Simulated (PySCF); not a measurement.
Gas-phase reaction: BF2 + F = BF3

Computed with PySCF and rigid-rotor harmonic-oscillator thermochemistry at 1 bar. Table values come from the NASA 1993 polynomials. After a fit of one offset per element over all species, the range-separated, M06-2X, PBE0/def2-QZVP and CCSD(T)/def2-TZVPP enthalpies, where run, lie to one side of the table for BF2 (+92 kJ/mol): a fault of the table's entry, another state or a shared error of the levels is possible; this was not checked at source. † marks an energy on the PBE0/def2-TZVP geometry and frequencies; other levels use their own. MP2 and CCSD(T) freeze the core. 6-31G* has spherical d functions here. Open shells (unrestricted): BF2 (multiplicity 2), F (multiplicity 2, electronic degeneracy 6); the rest are closed-shell singlets. Spin-orbit splitting is ignored; it lowers the true energy and changes the entropy of F. B3LYP is the form with VWN-RPA correlation. For this reaction the table lies outside the span of B3LYP, CCSD(T), M06-2X, MP2, PBE0, r2SCAN, ωB97M-V, ωB97X-V in their largest bases here; which side is off was not settled. MP2 isn't extrapolated to the basis-set limit; its ΔH°(298 K) is -723.8 kJ in def2-SVP and -731.4 kJ in def2-TZVPP. CCSD(T) isn't extrapolated to the basis-set limit; its ΔH°(298 K) is -698.4 kJ in def2-SVP and -704.6 kJ in def2-TZVPP. The harmonic model lacks anharmonicity and excited electronic states, which grow with temperature; levels with a mode under 35 cm⁻¹ are left out. The table's entry may be an old estimate for BF2 (not checked at source).

| level | ΔH°(298 K), kJ | minus table | ΔG°(1800 K), kJ |
|---|---|---|---|
| table | -625.1 | - | -342.9 |
| B3LYP/6-31G* | -714.8 | -89.7 | -434.7 |
| B3LYP/def2-TZVP† | -695.4 | -70.3 | -415.7 |
| CCSD(T)/def2-TZVPP† | -704.6 | -79.5 | -424.9 |
| HF/def2-TZVP† | -547.7 | 77.4 | -268.1 |
| M06-2X/def2-TZVP† | -711.4 | -86.3 | -431.7 |
| MP2/def2-SVP† | -723.8 | -98.7 | -444.2 |
| PBE/def2-TZVP† | -707.4 | -82.3 | -427.7 |
| LDA/def2-TZVP† | -807.4 | -182.3 | -527.8 |
